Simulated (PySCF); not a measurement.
Working out the ionisation energy of O

O [He] 2s2 2p4 (3P) → O⁺ [He] 2s2 2p3 (4S). Computed with PySCF 2.14 in x2c-TZVPall, with scalar relativity by spin-free X2C-1e. Frozen: 1s2. Energies in hartree (1 hartree = 27.21139 eV):

| part | O (lower) | O⁺ (upper) |
| --- | --- | --- |
| UHF | -74.867874 | -74.426619 |
| CCSD correlation | -0.158368 | -0.111403 |
| (T) | -0.002848 | -0.001550 |

Question: What does Hartree-Fock give?

Answer: (-74.426619) − (-74.867874) = 0.441255 hartree = 12.007 eV.

Question: What do CCSD and CCSD(T) give?

Answer: The CCSD correlation energies differ by 0.046965 hartree = 1.278 eV and the triples by 0.001298 hartree = 0.035 eV, so CCSD gives 13.285 eV and CCSD(T) 13.320 eV.

Measured between the centres of the two terms (NIST): 13.608 eV, so CCSD(T) (valence) is off by -0.288 eV.

What remains against the reference includes basis incompleteness, the frozen core and higher excitations.
